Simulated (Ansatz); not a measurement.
C₄N₂ (`N#CC#CC#N`), charge 0, multiplicity 1.

Give a relaxed structure at PBE0-D4/def2-TZVP (Ansatz). (Best estimate.)

Computed: 
```xyz
6

N     0.4063   -1.6827    2.5979
C     0.2560   -1.0600    1.6367
C     0.0787   -0.3251    0.5023
C    -0.0784    0.3255   -0.5021
C    -0.2560    1.0600   -1.6367
N    -0.4065    1.6823   -2.5981
```
Point group D∞h.
